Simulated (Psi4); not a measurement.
**B3LYP/6-31G(d) (spherical functions) run of C2HClF2 (SMILES FC(F)=CCl)**

What is the energy change on altering one bond length of C2HClF2 at B3LYP/6-31G* (spherical functions)? 

Program for the calculation: Psi4 1.11.

### Step 1. The structure to begin with

The species is C2HClF2 (6 atoms), meant as a singlet with charge 0. As SMILES, `FC(F)=CCl`. Geometry: relaxed at PBE0-D4/def2-TZVP.

Bond lengths: F1–C2 1.312 Å, C2–F3 1.305 Å, C2–C4 1.321 Å, C4–Cl5 1.706 Å, C4–H6 1.079 Å. Angles: F1–C2–F3 111.1°, F1–C2–C4 123.1°, F3–C2–C4 125.8°, C2–C4–Cl5 122.3°, C2–C4–H6 120.1°, Cl5–C4–H6 117.5°.

### Step 2. Energy and gradient at B3LYP/6-31G(d) (spherical functions)

The input, job.dat:

```
memory 2200 mb

molecule {
  0 1
  F      0.901010    -0.810380     1.342040
  C      0.267650    -0.562200     0.220370
  F      0.192510    -1.632620    -0.522730
  C     -0.218360     0.626770    -0.086550
  Cl    -1.039010     0.926430    -1.552100
  H     -0.103800     1.452000     0.598970
  units angstrom
  symmetry c1
  no_reorient
  no_com
}

set {
  basis                6-31G*
  puream               true
  e_convergence        1e-09
  d_convergence        1e-08
  scf_type             pk
  dft_radial_points    99
  dft_spherical_points 590
}

E, wfn = gradient('b3lyp', return_wfn=True)
```

On the command line:

```bash
$ psi4 job.dat job.out -n 1
```

job.out:

```text
[...]
  Running in c1 symmetry.
[...]
  Nuclear repulsion =  213.574873883427898
[...]
  Multiplicity = 1
[...]
  Nalpha       = 24
  Nbeta        = 24
[...]
    Number of basis functions: 76
[...]
   @RKS iter   1:  -736.52659516246501   -5.90018e-03   6.45979e-03 ADIIS/DIIS
[...]
   @RKS iter  12:  -736.63876289517407   -1.70530e-12   4.10824e-09 DIIS
[...]
    Orbital Energies [Eh]
    ---------------------
    Doubly Occupied:
       1A   -101.544558     2A    -24.749054     3A    -24.747391
       4A    -10.369598     5A    -10.247016     6A     -9.476895
       7A     -7.240438     8A     -7.230044     9A     -7.229809
      10A     -1.307959    11A     -1.246396    12A     -0.895018
      13A     -0.768431    14A     -0.646849    15A     -0.594868
      16A     -0.543229    17A     -0.539253    18A     -0.466882
      19A     -0.456855    20A     -0.449236    21A     -0.429493
      22A     -0.373158    23A     -0.326071    24A     -0.253790
[...]
  @RKS Final Energy:  -736.63876289517407
   => Energetics <=
    Nuclear Repulsion Energy =            213.5748738834278981
    One-Electron Energy =               -1441.3228468967906792
    Two-Electron Energy =                 539.8856309193952256
    DFT Exchange-Correlation Energy =     -48.7764208012065978
    Empirical Dispersion Energy =           0.0000000000000000
    VV10 Nonlocal Energy =                  0.0000000000000000
    Total Energy =                       -736.6387628951740680
[...]
 Multipole Moments:
 ------------------------------------------------------------------------------------
     Multipole            Electronic (a.u.)      Nuclear  (a.u.)        Total (a.u.)
 ------------------------------------------------------------------------------------
 L = 1.  Multiply by 2.5417464519 to convert [e a0] to [Debye]
 Dipole X            :         14.5397177          -14.4177600            0.1219577
 Dipole Y            :          8.4894220           -8.3115257            0.1778963
 Dipole Z            :         33.6192957          -33.2781149            0.3411809
 Magnitude           :                                                    0.4036399
[...]
  -Total Gradient:
     Atom            X                  Y                   Z
    ------   -----------------  -----------------  -----------------
       1       -0.006023008800     0.001150060849    -0.011339362840
       2       -0.000063261806    -0.001546647877    -0.000981285509
       3        0.001532501538     0.010764662496     0.009017702765
       4       -0.002507010324    -0.005479198199    -0.008025852492
       5        0.006947154419    -0.003269107636     0.011999930141
       6        0.000114822434    -0.001606083202    -0.000661164251
[...]
```

Wall time 31 s (1 thread of Intel Xeon at 2.50GHz (Skylake/Cascade Lake), shared host); peak memory 0.89 GiB.

### Step 3. The distorted shape, same level

The input, calc.inp:

```
memory 2.2 GB

molecule system {
  F      1.84041183    -1.86838545     2.62307781
  C      0.64353489    -1.39939322     0.50342871
  F      0.50154087    -3.42219386    -0.90082677
  C     -0.41264060     1.18442364    -0.16355580
  Cl    -1.96344434     1.75069897    -2.93304392
  H     -0.19615357     2.74388233     1.13188926
  units au
  symmetry c1
}

set globals {
  basis                6-31G*
  puream               true
  e_convergence        1e-09
  d_convergence        1e-08
  scf_type             pk
  dft_radial_points    99
  dft_spherical_points 590
}

energy_value, wavefunction = gradient("b3lyp", return_wfn=True)
oeprop(wavefunction, "DIPOLE", "MULLIKEN_CHARGES", "LOWDIN_CHARGES")
```

On the command line:

```bash
$ psi4 -n 1 calc.inp calc.out
```

calc.out (excerpt; [...] marks lines left out):

```text
[...]
  Running in c1 symmetry.
[...]
  Nuclear repulsion =  206.006429634193523
[...]
  Multiplicity = 1
[...]
  Nalpha       = 24
  Nbeta        = 24
[...]
    Number of basis functions: 76
[...]
   @RKS iter   1:  -736.48788627791384   -1.87320e-01   6.57617e-03 DIIS/ADIIS
[...]
   @RKS iter  12:  -736.61001934553622   -2.70575e-11   6.02078e-09 DIIS
[...]
  @RKS Final Energy:  -736.61001934553622
   => Energetics <=
    Nuclear Repulsion Energy =            206.0064296341935233
    One-Electron Energy =               -1426.1627048753739473
    Two-Electron Energy =                 532.2260947507572837
    DFT Exchange-Correlation Energy =     -48.6798388551129548
    Empirical Dispersion Energy =           0.0000000000000000
    VV10 Nonlocal Energy =                  0.0000000000000000
    Total Energy =                       -736.6100193455362160
[...]
  -Total Gradient:
     Atom            X                  Y                   Z
    ------   -----------------  -----------------  -----------------
       1       -0.001343027254    -0.004493724464    -0.005163711220
       2        0.047572565989    -0.119176776215     0.028492785105
       3        0.003612204508     0.001507470663     0.008018709076
       4       -0.050881680095     0.118307237967    -0.035554465357
       5        0.003046900701     0.001760212819     0.007034191995
       6       -0.002017527915     0.002102748968    -0.002844534042
[...]
 Multipole Moments:
 ------------------------------------------------------------------------------------
     Multipole            Electronic (a.u.)      Nuclear  (a.u.)        Total (a.u.)
 ------------------------------------------------------------------------------------
 L = 1.  Multiply by 2.5417464519 to convert [e a0] to [Debye]
 Dipole X            :          0.6765865           -0.5327459            0.1438405
 Dipole Y            :         -2.6637397            2.7603205            0.0965808
 Dipole Z            :         -0.1321377            0.4717279            0.3395902
 Magnitude           :                                                    0.3812341
[...]
  Mulliken Charges: (a.u.)
   Center  Symbol    Alpha    Beta     Spin     Total
       1     F     4.61774  4.61774  0.00000 -0.23548
       2     C     2.69454  2.69454  0.00000  0.61093
       3     F     4.61127  4.61127  0.00000 -0.22255
[...]
```

It took 31 s on 1 thread of Intel Xeon at 2.50GHz (Skylake/Cascade Lake), shared host; peak memory 0.88 GiB.

### Step 4. Results

Level: B3LYP/6-31G* (spherical functions).

| quantity | value |
| --- | --- |
| first shape: total energy | -736.63876 Eh |
| first shape: dipole moment | 1.03 D |
| first shape: HOMO energy | -6.91 eV |
| first shape: LUMO energy | 0.39 eV |
| first shape: HOMO–LUMO gap | 7.30 eV |
| first shape: largest force on an atom | 0.733 eV/Å |
| distorted shape: total energy | -736.61002 Eh |
| distorted shape: dipole moment | 0.97 D |
| distorted shape: HOMO energy | -6.30 eV |
| distorted shape: LUMO energy | -0.66 eV |
| distorted shape: HOMO–LUMO gap | 5.64 eV |
| distorted shape: largest force on an atom | 6.870 eV/Å |
| energy change with the C2–C4 bond stretched from 1.321 to 1.519 Å | 0.782 eV |

What this shows: With the C2–C4 bond stretched from 1.321 to 1.519 Å the energy rises by 0.78 eV (18.0 kcal/mol). The first shape isn't relaxed at this level, so the change isn't measured from a minimum. The largest force (first shape) is 0.73 eV/Å: the shape isn't a stationary point for this species at this level.
